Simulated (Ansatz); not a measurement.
System: A-type hexagonal La₂O₃. Method: revPBE in Ansatz (PAW).

Run with plane-wave cutoff 520 eV, 12×12×6 k mesh (along the axes of the cell as run), Fermi–Dirac smearing 0.01 eV, scalar-relativistic PAW data made under PBE.

Computed at the level's own relaxed cell.

Estimate the c axis length, band gap, bulk modulus and Γ–Γ gap that the calculation returns.


* **c axis length**: 6.261 Å
* **band gap**: 3.86 eV
* **bulk modulus**: 103 GPa
* **Γ–Γ gap**: 4.30 eV

Measured, for comparison: lattice parameter c 6.13 Å (temperature not stated, no zero-point or thermal correction; as tabulated in Rustad et al. (2011), arXiv:1107.4261); bulk modulus 113 GPa (300 K, no zero-point or thermal correction; as tabulated in Santana et al. (2016), arXiv:1608.06321). Computed (rounded) less measured: lattice parameter c +2.1 %, bulk modulus -9 %.

Note: the bulk modulus comes from volumes at which shape and atoms were relaxed.

Spin–orbit coupling is not included.

Static lattice: no zero-point or thermal effects.

Cost on a shared machine: around 13 core-minutes (rough).

Ansatz is a program for electronic structure.
